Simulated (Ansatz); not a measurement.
# Relaxing TlCo₂

Computed with Ansatz, DFT PBE, scalar-relativistic, plane waves, PAW. Cutoff 420 eV, Γ-centred k mesh, Gaussian smearing, collinear spin, first started from parallel moments.

TlCo₂ was placed on the AlB2 structure type (P6/mmm, No. 191), with Tl in place of Al, Co in place of B, at a guessed volume.

```
CELL_PARAMETERS angstrom
3.66641 0.00000 0.00000
-1.83320 3.17520 0.00000
0.00000 0.00000 3.95874
ATOMIC_POSITIONS crystal
Tl 0.00000 0.00000 0.00000
Co 0.33333 0.66667 0.50000
Co 0.66667 0.33333 0.50000
```

Cell and atoms relax at zero pressure; the relaxation can't lower the symmetry of the start. After a coarse first stage the cell is made exact in the group found at 0.06 Å.

Energies over the elements count from the elements' standard structures at the same level, with no empirical corrections.

Q: Describe the relaxed structure.

A: It keeps P6/mmm (No. 191), but not the shape of the type it started on. Conventional cell: a = 4.131 Å, c = 3.100 Å. Around Tl lie 12 Co at 2.84 Å and 2 Tl at 3.10 Å; Co is coordinated by 3 Co at 2.39 Å, 6 Tl at 2.84 Å and 2 Co at 3.10 Å.

Space group P6/mmm (No. 191). a = 4.131 Å, b = 4.131 Å, c = 3.100 Å, α = 90.00°, β = 90.00°, γ = 120.00°
```csv
atom,site,symmetry,x,y,z
Tl,1a,6/mmm,0.0000,0.0000,0.0000
Co,2d,-6m2,0.3333,0.6667,0.5000
```

Q: What are its volume, energy, gap and moment?

A: The volume per atom is 15.27 Å³ and the density is 11.68 g/cm³. The energy over the elements is 0.60 eV/atom and the gap on the 12×12×14 mesh is 0 eV (a metal). The net moment per atom is 1.00 μB. The largest site moment is 1.56 μB.

The final run used a 12×12×14 mesh on its 3-atom cell and 0.10 eV smearing. For metals, differences of a few meV/atom aren't resolved. Spin–orbit coupling is left out. Symmetry constrained the relaxation, so the result can be a saddle point. The steps took of the order of 4 core-minutes in all.